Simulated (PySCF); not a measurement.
## Dipole moment and polarisability of 2-cyclobutene-1-one

2-cyclobutene-1-one, C4H4O.
Numbering: `[O:1]=[C:2]1[CH:3]=[CH:4][CH2:5]1` (hydrogens: H6 on C3; H7 on C4; H8, H9 on C5)

Structure used (GFN2-xTB), in Å, numbered top down from 1:
```
atom  x, y, z in Å
O1     0.6839   -1.2145    1.7530
C2     0.3537   -0.5049    0.8509
C3     0.4722    0.9275    0.5057
C4    -0.1872    0.7567   -0.6487
C5    -0.4062   -0.7280   -0.4783
H6     0.9157    1.7721    1.0000
H7    -0.4771    1.4204   -1.4432
H8     0.0990   -1.3727   -1.1961
H9    -1.4403   -1.0507   -0.3683
```

Level: B3LYP/def2-SVPD (PySCF), static field, nuclei fixed, core orbitals frozen in the response. The polarisability tensor in these axes (au):

```
x   38.63  1.39  9.64
y    1.39 51.41 -4.61
z    9.64 -4.61 52.93
```

**Question.** Diagonalise the tensor; give its mean and Δα, where Δα² is half the sum of the squared differences of the eigenvalues.

**Answer.** Principal values 33.16, 50.42 and 59.39 au; mean 47.66 au = 7.06 Å³ = 7.86 × 10⁻⁴⁰ C²·m²/J; Δα = 23.09 au (48 % of the mean).

**Question.** What is the dipole moment, and where does it point?

**Answer.** (-1.03, 2.10, -2.75) D, 3.61 D in size, pointing from the negative to the positive side. Measured along this direction, the outermost atoms are O1 at the negative end and H7 at the positive end.

**Question.** In a dilute gas of rigid molecules at 400 K, how does the orientational term μ²/3kT compare with the electronic polarisability?

**Answer.** In Gaussian units μ²/3kT = 78.74 Å³ against 7.06 Å³, a ratio of 11.15; the Debye molar polarisation (4π/3)N_A(α + μ²/3kT) is 216.4 cm³/mol, leaving out the vibrational part.

**Question.** Directions of the eigenvectors, and the extent of the frame along each?

**Answer.** Largest value along (0.36, -0.42, 0.83), where the nuclei span 4.19 Å; middle along (0.35, 0.89, 0.30), 3.74 Å; least along (0.87, -0.18, -0.46), 1.78 Å. The response follows the extents in order.

**Question.** Find the Langevin capture rate constant for NO+ (29.998 u) meeting this molecule (68.026 u), k = 2.342 × 10⁻⁹ cm³/s × √(α in Å³ / reduced mass in u).

**Answer.** The reduced mass is 20.82 u, so k = 1.36 × 10⁻⁹ cm³/s. The formula leaves out the permanent dipole, which adds to the capture rate.

**Question.** Give the eigenvalues of the traceless quadrupole moment Θ = ½Σq(3rr − r²1), origin at the centre of nuclear charge.

**Answer.** -5.23, 1.07, 4.16 D·Å. The values depend on the origin, since the dipole doesn't vanish. The electronic extent ⟨r²⟩ about the same centre is 336 bohr², a root-mean-square distance of 1.62 Å for the 36 electrons.

Isolated species at its GFN2-xTB geometry, gas phase.
